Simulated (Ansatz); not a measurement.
A calculation with Ansatz (development build ahead of 0.2.0).

```yaml
crystal:
  periodic: [false, false, false]
  atoms:
    - { symbol: C, position_ang: [0.04083, -0.02604, -0.86667] }
    - { symbol: C, position_ang: [0.0814, -0.00865, 0.74011] }
    - { symbol: H, position_ang: [-0.04471, -0.99051, -1.21576] }
    - { symbol: H, position_ang: [-0.95561, 0.54728, -1.12181] }
    - { symbol: H, position_ang: [0.92193, 0.61494, -1.1935] }
    - { symbol: H, position_ang: [-0.02513, 1.02932, 1.14285] }
    - { symbol: H, position_ang: [-0.9597, -0.48127, 1.24601] }
    - { symbol: H, position_ang: [0.91537, -0.50316, 1.19568] }
basis:
  gaussian: { orbitals: cc-pVDZ }
hamiltonian:
  xc: hf
correlation:
  method: mp2
  frozen_orbitals: { C: 1, H: 0 }
```

The input is written out in the form of the current development build from the run's settings.

The run gave:

| Quantity | Value |
| --- | --- |
| Converged | yes |
| Reference energy | -79.20363 hartree |
| Correlation energy | -0.30627 hartree |
| Total energy | -79.50990 hartree |
| Spin squared of the determinant | 0.000 |

Caution: bonds are stretched, where a single reference can fail; stretched shape with no unrestricted run beside it, a lower state can exist.
